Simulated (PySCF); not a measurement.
Gas-phase reaction: 3 SO → SO2 + S2O

Energies from PySCF (xtb for GFN2), thermal terms from the rigid-rotor harmonic-oscillator model, ideal gas at 1 bar. The comparison is the NASA 1993 polynomial table, which mixes measured and estimated data. After a fit of one offset per element over all species, the range-separated, M06-2X, PBE0/def2-QZVP and CCSD(T)/def2-TZVPP enthalpies, where run, lie to one side of the table for S2O (+20 kJ/mol): a fault of the table's entry, another state or a shared error of the levels is possible; this was not checked at source. † marks an energy on the PBE0/def2-TZVP geometry and frequencies; other levels use their own. MP2 and CCSD(T) freeze the core. Open shells (unrestricted): SO (multiplicity 3); the rest are closed-shell singlets. GFN2 has no spin-polarisation term. MP2 isn't extrapolated to the basis-set limit; its ΔH°(298 K) is -247.0 kJ in def2-SVP and -385.1 kJ in def2-TZVPP. CCSD(T) isn't extrapolated to the basis-set limit; its ΔH°(298 K) is -207.4 kJ in def2-SVP and -321.8 kJ in def2-TZVPP. The harmonic model lacks anharmonicity and excited electronic states, which grow with temperature; levels with a mode under 35 cm⁻¹ are left out. The table's entry may be an old estimate for SO, S2O (not checked at source). Warning, large T1 diagnostic: S2O, SO2 (CCSD(T)/def2-SVP†, CCSD(T)/def2-TZVPP†).

```json
[
 {"level": "table", "ΔH°(298 K), kJ": "-368.3", "minus table": "-", "ΔG°(1000 K), kJ": "-216.5"},
 {"level": "CCSD(T)/def2-SVP†", "ΔH°(298 K), kJ": "-207.4", "minus table": "160.9", "ΔG°(1000 K), kJ": "-55.1"},
 {"level": "CCSD(T)/def2-TZVPP†", "ΔH°(298 K), kJ": "-321.8", "minus table": "46.5", "ΔG°(1000 K), kJ": "-169.5"},
 {"level": "GFN2-xTB", "ΔH°(298 K), kJ": "-546.2", "minus table": "-177.9", "ΔG°(1000 K), kJ": "-396.8"},
 {"level": "HF/def2-TZVP†", "ΔH°(298 K), kJ": "-47.3", "minus table": "321.0", "ΔG°(1000 K), kJ": "105.1"},
 {"level": "MP2/def2-SVP†", "ΔH°(298 K), kJ": "-247.0", "minus table": "121.3", "ΔG°(1000 K), kJ": "-94.7"},
 {"level": "PBE/def2-SVP", "ΔH°(298 K), kJ": "-275.3", "minus table": "93.0", "ΔG°(1000 K), kJ": "-125.1"},
 {"level": "PBE/def2-TZVP†", "ΔH°(298 K), kJ": "-344.5", "minus table": "23.8", "ΔG°(1000 K), kJ": "-192.2"},
 {"level": "PBE0/def2-SVP†", "ΔH°(298 K), kJ": "-222.8", "minus table": "145.5", "ΔG°(1000 K), kJ": "-70.5"},
 {"level": "ωB97X-V/def2-TZVP†", "ΔH°(298 K), kJ": "-306.4", "minus table": "61.9", "ΔG°(1000 K), kJ": "-154.1"}
]
```
